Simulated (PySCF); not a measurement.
Isomers of C3H5FS, one conformer each. Theory: core-valence-separated Tamm–Dancoff BHandHLYP/aug-pcX-1 (pcseg-1 on H, def2-SVPD on S) in PySCF, non-relativistic, gas phase, PBE0-D3(BJ)/def2-SVP geometry. BHandHLYP without relativity tends to put these K edges a few eV too low, so spacings mean more than positions.

P. `FCC(C)=S`
Q. `C=C(F)SC`

Main lines, eV (oscillator strength):
1. C K: 282.8 (0.054), 285.2 (0.046), 285.3 (0.069), 285.9 (0.008), 286.3 (0.026); F K: 686.0 (0.015), 686.3 (0.020), 687.7 (0.012), 688.0 (0.005), 688.8 (0.002)
2. C K: 282.0 (0.078), 286.7 (0.074), 287.1 (0.056), 287.6 (0.015), 288.5 (0.022); F K: 685.6 (0.026), 686.9 (0.014), 688.1 (0.006)
Listed: the first five lines at most of each edge with a tenth or more of its strongest line's intensity; roots within 0.03 eV on the same or equivalent atoms are summed. Only the lowest roots were sought, and the top ones are left out.

Problem. Which spectrum belongs to which isomer?

Solution. 1 = Q, 2 = P.
- P: first C line listed at 282.0 eV, hole on the thiocarbonyl carbon (1s→π*); first F line listed at 685.6 eV, hole on the alkyl fluorine.
- Q: first C line listed at 282.8 eV, hole on the terminal =CH2 carbon (1s→π*); first F line listed at 686.0 eV, hole on the vinyl fluorine.

Problem. What are the ground-state energies of the isomers at BHandHLYP/aug-pcX-1 (pcseg-1 on H, def2-SVPD on S), relative to the lowest?

Solution. P 0.0, Q 31.3 kJ/mol (electronic energies on these geometries, no dispersion or zero-point terms).
